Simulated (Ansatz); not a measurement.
C5H7F can be A, `CC=C=C(C)F`, or B, `CC1=C(F)C1C`.

Gas-phase electronic energies from Ansatz, PBE0-D4/def2-TZVP geometries. CCSD(T)/CBS is the MP2 limit (def2-TZVPP, def2-QZVPP) plus CCSD(T) − MP2 in def2-TZVPP, frozen cores. Functionals use def2-TZVPP. B3LYP here is the variant with VWN-RPA as its local correlation; programs differ in this.

Problem. Which is lower in electronic energy at CCSD(T)/CBS, and by how much? (Estimate.)

Solution. The calculation gave: A, by 22.2 kcal/mol.

Problem. Give E(B) − E(A) in kcal/mol with CCSD(T)/def2-TZVPP, B3LYP, ωB97M-V, MP2/def2-TZVPP, CCSD/def2-TZVPP, B2PLYP, PBE0-D4. (Best estimate.)

Solution. The calculation gave: CCSD(T)/def2-TZVPP 22.1, B3LYP 25.2, ωB97M-V 21.7, MP2/def2-TZVPP 18.6, CCSD/def2-TZVPP 22.2, B2PLYP 23.4, PBE0-D4 19.2. None reverses the order clearly.

Largest T1 diagnostic: 0.012.

From PBE to PBE0 (25 % exact exchange), in def2-TZVPP and without D4, E(B) − E(A) moves by −1.3 kcal/mol. In def2-TZVPP, CCSD(T) changes the Hartree–Fock value by −3.5 kcal/mol (the triples alone add −0.1 kcal/mol) and MP2 by −7.0 kcal/mol.
